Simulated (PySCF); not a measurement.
C₅H₃N.
Cartesian coordinates in Å at the PBE0-D3(BJ)/def2-TZVP level; atoms count from 1:
```xyz
9
C5H3N angstrom
C     -2.3141    0.0466   -0.2039
C     -1.0287   -0.1376   -0.3775
C      0.2087   -0.3060   -0.5381
C      1.5016   -0.4990   -0.7186
C      2.4861    0.3332   -0.1267
N      3.3092    0.9918    0.3404
H     -3.0414   -0.6085   -0.6715
H     -2.6838    0.8594    0.4124
H      1.8609   -1.3163   -1.3379
```

Theory: PySCF, PBE0-D3(BJ)/def2-TZVP geometry optimisation, gas phase.

Masses are those of the commonest isotopes; rigid-rotor values at the optimised geometry. 

(1) What are A, B and C (MHz)?

(2) Classify the top.

(3) What does the inertial defect say?

(4) Where do the levels up to J = 4 lie, in MHz?

(5) Predict some low-J microwave lines.

(6) Estimate the classical rotational partition function at 25 K, 100 K and 500 K.

Answers

(1) Ia = 25.78, Ib = 322.88, Ic = 348.66 u·Å²; 505379 MHz·u·Å²/I gives A = 19601, B = 1565, C = 1449 MHz.

(2) A near-prolate asymmetric top; Ray's κ = -0.987.

(3) Planar: Δ = Ic − Ia − Ib = 0.00 u·Å². For a rigid frame Δ = −2 Σ m c², so it vanishes when all atoms lie in the ab plane; here none is more than 0.01 Å from it.

(4) Above 0(0,0):
J = 1: 1(0,1) 3015, 1(1,1) 21051, 1(1,0) 21167
J = 2: 2(0,2) 9044, 2(1,2) 26965, 2(1,1) 27312, 2(2,1) 81421, 2(2,0) 81421
J = 3: 3(0,3) 18086, 3(1,3) 35835, 3(1,2) 36529, 3(2,2) 90465, 3(2,1) 90468, 3(3,1) 180936, 3(3,0) 180936
J = 4: 4(0,4) 30139, 4(1,4) 47661, 4(1,3) 48819, 4(2,3) 102523, 4(2,2) 102532, 4(3,2) 192996, 4(3,1) 192996, 4(4,1) 319654, 4(4,0) 319654
Those of J = 1 are B + C, A + C and A + B.

(5) The dipole components are |μa| = 4.36 D, |μb| = 1.69 D, |μc| = 0.00 D; the mirror of this Cs structure is the ab plane, so μc vanishes by symmetry and there are no c-type lines. Intensities carry the squares of the components, which stand as 1.00 : 0.15 (a : b). Some lines, for components of 0.1 D or more:

| type | branch | J(Ka,Kc) | MHz | lower level (cm⁻¹) |
| --- | --- | --- | --- | --- |
| a | Q | 2(1,1) ← 2(1,2) | 347 | 0.899 |
| a | R | 1(0,1) ← 0(0,0) | 3015 | 0.000 |
| a | R | 2(1,2) ← 1(1,1) | 5914 | 0.702 |
| a | R | 2(0,2) ← 1(0,1) | 6029 | 0.101 |
| a | R | 2(1,1) ← 1(1,0) | 6145 | 0.706 |
| b | Q | 1(1,0) ← 1(0,1) | 18152 | 0.101 |
| b | Q | 2(1,1) ← 2(0,2) | 18268 | 0.302 |
| b | R | 1(1,1) ← 0(0,0) | 21051 | 0.000 |
| b | R | 2(1,2) ← 1(0,1) | 23950 | 0.101 |
| b | Q | 2(2,0) ← 2(1,1) | 54109 | 0.911 |
| b | Q | 2(2,1) ← 2(1,2) | 54456 | 0.899 |
| b | R | 2(2,1) ← 1(1,0) | 60254 | 0.706 |
| b | R | 2(2,0) ← 1(1,1) | 60370 | 0.702 |

(6) Point group Cs, symmetry number σ = 1; q = (√π/σ)·√((kT/h)³/(ABC)), k/h = 20836.6 MHz/K: 3160 at 25 K, 25300 at 100 K, 283000 at 500 K.

No PBE0-D3(BJ)/def2-TZVP frequencies stand behind this structure, so it isn't proved a minimum. Zero-point vibration and centrifugal distortion are left out. Quadrupole hyperfine structure (14N) is left out.

On Intel Xeon 6975P-C, one thread, on a shared host, this took 41 s and 0.82 GiB of memory at its peak. This is the geometry optimisation.
